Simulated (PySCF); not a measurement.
Functional dependence of a UV spectrum

Compound: CH2BOH, CH3BO.
SMILES: `B(O)=C`

Linear-response calculations in the def2-SVPD basis (PySCF; singlets by full response, triplets Tamm–Dancoff, core orbitals frozen in the response; HF means time-dependent Hartree–Fock). 'Strongest' is the level of largest summed f among the singlets computed (10 roots, of which the last may lack a degenerate partner); it can jump between rows when another state enters that window. S1 is the lowest singlet of each run and needn't be the same state throughout; f(S1) is that of one state. Geometry: PBE0-D3(BJ)/def2-SVP; no solvent, vibrations or thermal averaging.

```tsv
functional	kind	S1 (eV)	f(S1)	strongest (eV)	T1 (eV)	HOMO (eV)	gap (eV)	ionisation energy, ΔSCF (eV)
LDA	LDA	4.09	0.019	7.14	3.87	-5.17	4.04	8.93
PBE	GGA	3.96	0.017	7.15	3.75	-5.02	3.91	8.64
B3LYP	global hybrid, 20% exact exchange	4.26	0.003	7.29	3.89	-5.93	5.20	8.65
PBE0	global hybrid, 25% exact exchange	4.32	0.000	7.38	3.88	-6.14	5.74	8.57
BHandHLYP	global hybrid, 50% exact exchange	4.36	0.000	7.52	3.98	-7.14	7.15	8.41
CAM-B3LYP	range-separated hybrid	4.28	0.000	7.40	3.92	-7.49	7.65	8.64
wB97X-D	range-separated hybrid	4.36	0.000	7.42	4.06	-8.02	9.09	8.58
LC-wPBE	range-separated hybrid	4.37	0.000	7.57	3.93	-8.88	9.99	8.60
HF	Hartree–Fock	4.54	0.000	7.79	4.07	-8.63	9.91	not settled
```

S1 runs from 3.96 eV (PBE) to 4.54 eV (HF), a spread of 0.58 eV, while the orbital gap spreads over 6.1 eV. Along PBE (0%), B3LYP (20%), PBE0 (25%), BHandHLYP (50%), HF (100%) S1 rises with the share of exact exchange. −ε(HOMO) comes closest to its own ΔSCF ionisation energy with LC-wPBE (+0.28 eV) and misses most with LDA (-3.76 eV). 'Not settled' means that the ion's SCF failed to converge or may have ended in another state than the lowest.
